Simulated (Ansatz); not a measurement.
# ClH₂SSi radical: how energies converge with the basis set

The task here is to estimate one member of a computed series from the others.

Computed with Ansatz 0.2.0, Gaussian basis. Level: one geometry, several basis sets.

Levels to be run: PBE0-D4/def2-SVP; ωB97M-V/def2-SVP; PBE0-D4/def2-QZVPP; ωB97M-V/def2-QZVPP; the functionals' def2-TZVPP values are taken from earlier runs.

### The relaxed structure

All runs share one geometry, relaxed beforehand with PBE0-D4 in a triple-zeta def2 set.

5 atoms, charge 0, spin multiplicity 2.

Atoms are counted from 1 here; the program's logs count them from 0.

Bond lengths: S1–Si2 2.132 Å, S1–H4 1.346 Å, Si2–Cl3 2.053 Å, Si2–H5 1.494 Å. Angles: Si2–S1–H4 92.6°, S1–Si2–Cl3 106.0°, S1–Si2–H5 111.3°, Cl3–Si2–H5 107.7°.

The first run:

Contents of in.yaml:

```yaml
crystal:
  periodic: [false, false, false]
  atoms:
    - {symbol: S, position_ang: [-1.489534, 0.144688, -0.110378]}
    - {symbol: Si, position_ang: [0.633484, 0.085872, -0.296426]}
    - {symbol: Cl, position_ang: [1.324120, 1.826848, 0.545517]}
    - {symbol: H, position_ang: [-1.633008, -1.077049, -0.655897]}
    - {symbol: H, position_ang: [1.214838, -1.053859, 0.475785]}
basis:
  gaussian: {orbitals: def2-SVP}
magnetization: {spin_polarized: true, initial_magnetization: 1}
hamiltonian: {xc: pbe0, dispersion: d4}
output: {orbitals: {seedname: orbitals}}
```

Steps of the session up to this table: PBE0-D4 in def2-SVP; ωB97M-V in def2-SVP; PBE0-D4 in def2-QZVPP; ωB97M-V in def2-QZVPP.

One of the session's tables, all rows but one given; the rest of the session is left out.

It belongs to the step «Density functionals: the series». 

| functional | basis | HOMO (eV) | LUMO (eV) |
| --- | --- | --- | --- |
| PBE0-D4 | def2-SVP | -6.18 | -2.79 |
| PBE0-D4 | def2-TZVPP | -6.26 | -2.81 |
| PBE0-D4 | def2-QZVPP | ? | ? |
| ωB97M-V | def2-SVP | -7.91 | -1.11 |
| ωB97M-V | def2-TZVPP | -8.01 | -1.20 |
| ωB97M-V | def2-QZVPP | -8.06 | -1.28 |

**Question.** Estimate the row for PBE0-D4, def2-QZVPP.

As computed: HOMO (eV): -6.30; LUMO (eV): -2.85. In the column «HOMO (eV)» it lies between ωB97M-V, def2-SVP (-7.91) and PBE0-D4, def2-TZVPP (-6.26).
